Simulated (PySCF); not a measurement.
Gas-phase reaction: 2 B + 2 HF ⇌ BHF₂ + BH

Energies from PySCF, thermal terms from the rigid-rotor harmonic-oscillator model, ideal gas at 1 bar. The comparison is the NASA 1993 polynomial table, which mixes measured and estimated data. † marks an energy on the PBE0/def2-TZVP geometry and frequencies; other levels use their own. 6-31G* has spherical d functions here. Open shells (unrestricted): B (multiplicity 2, electronic degeneracy 6); the rest are closed-shell singlets. Spin-orbit splitting is ignored; it lowers the true energy and changes the entropy of B. B3LYP is the form with VWN-RPA correlation. For this reaction the table lies outside the span of B3LYP, CCSD(T), M06-2X, MP2, PBE0, r2SCAN, ωB97M-V, ωB97X-V in their largest bases here; which side is off was not settled. The harmonic model lacks anharmonicity and excited electronic states, which grow with temperature; levels with a mode under 35 cm⁻¹ are left out. The table's entry may be an old estimate for BHF₂, BH (not checked at source).

```csv
level,"ΔH°(298 K), kJ",minus table,"ΔG°(1400 K), kJ"
table,-866.1,-,-517.0
B3LYP/6-31G*,-1008.2,-142.1,-659.0
HF/def2-TZVP†,-799.8,66.3,-451.7
M06-2X/def2-TZVP†,-931.4,-65.3,-583.3
PBE0/def2-SVP†,-966.9,-100.8,-618.8
PBE0/def2-TZVP,-912.2,-46.1,-564.1
```
